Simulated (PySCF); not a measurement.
Compound: C4H5NS.
Geometry (PBE0-D3(BJ)/def2-SVP, Å), atoms numbered from 1 in this order:
```xyz
11
C4H5NS angstrom
C     -1.327   -0.524    0.144
C     -0.410    0.423    0.841
S     -0.685    1.024    2.321
C      0.819    0.863    0.060
C      1.432   -0.187   -0.743
N      1.903   -1.035   -1.374
H     -0.813   -1.486   -0.025
H     -2.238   -0.694    0.729
H     -1.589   -0.142   -0.858
H      0.508    1.677   -0.622
H      1.561    1.293    0.748
```

Computed, not measured: core-valence-separated Tamm–Dancoff BHandHLYP/aug-pcX-1 (pcseg-1 on H, def2-SVPD on S) in PySCF, non-relativistic, gas phase, PBE0-D3(BJ)/def2-SVP geometry. The energies are unshifted.

The lowest roots of each edge with f over 0.003 (five at most, numbered afresh; weaker and dark ones are left out), with transition dipoles (au) in the frame of the coordinates:

```
root  edge  E (eV)       μx       μy       μz
   1     C  282.20  -0.0519   0.0813  -0.0423
   2     C  283.98  -0.0736  -0.0561   0.0137
   3     C  284.12  -0.0423   0.0355  -0.0791
   4     C  285.58   0.0179  -0.0004  -0.0142
   5     C  285.97   0.0183   0.0112   0.0312
   6     N  397.20  -0.0635  -0.0474   0.0146
   7     N  397.44  -0.0365   0.0286  -0.0658
```

Q: What are the oscillator strengths?

A: f = (2/3) ΔE |μ|², with ΔE in hartree (27.2114 eV):

| root | ΔE (Eh) | \|μ\|² (au) | f | core hole on |
| --- | --- | --- | --- | --- |
| 1 | 10.3708 | 0.011093 | 0.077 | C2 |
| 2 | 10.4361 | 0.008752 | 0.061 | C5 |
| 3 | 10.4414 | 0.009306 | 0.065 | C5 |
| 4 | 10.4949 | 0.000522 | 0.004 | C5 |
| 5 | 10.5093 | 0.001434 | 0.010 | C1 |
| 6 | 14.5969 | 0.006492 | 0.063 | N6 |
| 7 | 14.6057 | 0.006480 | 0.063 | N6 |

Q: Molecules are fixed in this frame and the field points along x. What effective strengths 3 f cos²θ do the roots have (θ between field and μ)?

A: root 1 (C2): 0.056, root 2 (C5): 0.113, root 3 (C5): 0.037, root 4 (C5): 0.007, root 5 (C1): 0.007, root 6 (N6): 0.118, root 7 (N6): 0.039. Averaged over all orientations cos²θ is 1/3, which gives f back.

One conformer stands for the species.
